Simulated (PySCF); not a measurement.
ammonia (H3N), SMILES N. Atoms are numbered in the order given.

```xyz
4

N      0.0000     0.0000     0.1137
H     -0.8137    -0.4698    -0.2653
H      0.0000     0.9396    -0.2653
H      0.8137    -0.4698    -0.2653
```
Charge 0, spin multiplicity 1.

The structure is a stationary point at PBE0-D3(BJ)/def2-TZVPD.

Method: PySCF 2.14.0 with TDDFT-B3LYP/def2-TZVPD.

Vertical excitations; the highest root listed may be one member of a degenerate set.  State labels are in the subgroup Cs.

Computed lowest excited states:
| state | symmetry | energy (eV) | λ (nm) | f | main pairs |
|---|---|---|---|---|---|
| S1 | A' | 6.28 | 197 | 0.080 | HOMO→LUMO 100 % |
| S2 | A" | 8.40 | 148 | 0.015 | HOMO→LUMO+1 (degenerate set) |
| S3 | A' | 8.40 | 148 | 0.015 | HOMO→LUMO+2 (degenerate set) |
| S4 | A" | 9.92 | 125 | 0.002 | HOMO→LUMO+5 (degenerate set) |
| S5 | A' | 9.92 | 125 | 0.002 | HOMO→LUMO+4 (degenerate set) |
| S6 | A' | 10.17 | 122 | 0.002 | HOMO→LUMO+3 95 % |
| S7 | A' | 11.05 | 112 | 0.125 | HOMO→LUMO+6 99 % |
| S8 | A" | 11.21 | 111 | 0.061 | HOMO→LUMO+8 (degenerate set) |
| S9 | A' | 11.21 | 111 | 0.061 | HOMO→LUMO+7 (degenerate set) |
| S10 | A" | 11.56 | 107 | 0.182 | HOMO−1→LUMO 95 % |
| T1 | A' | 5.93 | 209 | 0 | HOMO→LUMO 99 % |
| T2 | A' | 8.08 | 153 | 0 | HOMO→LUMO+2 (degenerate set) |
| T3 | A" | 8.08 | 153 | 0 | HOMO→LUMO+1 (degenerate set) |
| T4 | A' | 9.16 | 135 | 0 | HOMO→LUMO+3 99 % |
Triplets are in the Tamm–Dancoff approximation, which puts them higher than full response would, so one can lie above its singlet here.
